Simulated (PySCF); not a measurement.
SiCl4, SMILES Cl[Si](Cl)(Cl)Cl.

Geometry: PBE-D3(BJ)/def2-SVP. The isomer is the one that the SMILES or the coordinates give; other isomers of the formula were not compared.

The numbers are results of PBE-D3(BJ)/def2-SVP (PySCF), not measurements.

Frequencies are harmonic and unscaled.

Modes within 1.5 cm⁻¹ of each other (mostly degenerate sets) share a row, with their intensities summed.

Computed normal modes with their intensities:
| mode | ν (cm⁻¹) | IR (km/mol) | moving atoms (share of kinetic energy) |
|---|---|---|---|
| 1–2 | 137 | 0.0 | Cl 100 % |
| 3–5 | 206 | 18.6 | Cl 84 %, Si 16 % |
| 6 | 403 | 0.0 | Cl 100 % |
| 7–9 | 615 | 517.4 | Si 67 %, Cl 33 % |
